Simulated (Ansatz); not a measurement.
**[CH₃···H···Si], triplet: transfer scan**

Starting geometry:

| atom | x (Å) | y (Å) | z (Å) |
| --- | --- | --- | --- |
| C | -1.8495 | 0.0000 | 0.0000 |
| H | -2.2127 | 1.0273 | 0.0000 |
| H | -2.2127 | -0.5137 | 0.8897 |
| H | -2.2127 | -0.5137 | -0.8897 |
| H | -0.7599 | 0.0000 | 0.0000 |
| Si | 1.0565 | 0.0000 | 0.0000 |

From there H5 is moved from one fragment to the other while all else, the fragments' distance too, stays fixed; atoms are numbered as listed. Energies are in kcal/mol, counted from the starting geometry at the same level.

Basis cc-pVDZ; Ansatz 0.2.0. Only valence electrons are correlated (noble-gas cores frozen). Prefix R: restricted or restricted open-shell reference; prefix U: unrestricted.

Unrestricted rows (U) aren't spin-pure: their determinants' ⟨S²⟩ exceeds S(S+1) by up to 0.20, so they mix in states of higher spin.

Full CI isn't at hand for all of this; UCCSDT(Q) serves as the reference, and is uncertain by about the last step of the cluster series. The frozen core follows each run's orbitals, which can shift R against U totals by a few meV.

```
distance C1-H5 (Å)  UCCSDT(Q)  error RMP2  error RCCSD(T)  error UCCSD(T)  error BCCD(T)  error RCCSDT  error UCCSDT
             1.013        2.9        -0.2             0.0             0.0            0.0           0.0           0.0
             1.090        0.0         0.0             0.0             0.0            0.0           0.0           0.0
             1.143        1.2         0.2             0.0             0.0            0.0           0.0           0.0
             1.197        4.3         0.4             0.1             0.1            0.1           0.0           0.0
             1.251        8.9         0.8             0.1             0.1            0.1           0.0           0.0
             1.305       14.7         1.2             0.2             0.2            0.2           0.1           0.1
             1.358       21.3         1.7             0.2             0.2            0.2           0.1           0.1
             1.412       28.9         2.3             0.3             0.3            0.3           0.1           0.1
             1.466       37.5         3.1             0.4             0.6            0.4           0.1           0.2
```

Errors are those of relative energies. In total energy the starting point itself misses UCCSDT(Q) by: RMP2 29.9, RCCSD(T) 0.7, UCCSD(T) 0.7, BCCD(T) 0.7, RCCSDT 0.2, UCCSDT 0.2 kcal/mol.

Spread of the error over the points with a reference, to 1.466 Å (largest less smallest): RCCSDT 0.2, UCCSDT 0.2, RCCSD(T) 0.4, BCCD(T) 0.4, UCCSD(T) 0.6, RMP2 3.3 kcal/mol.
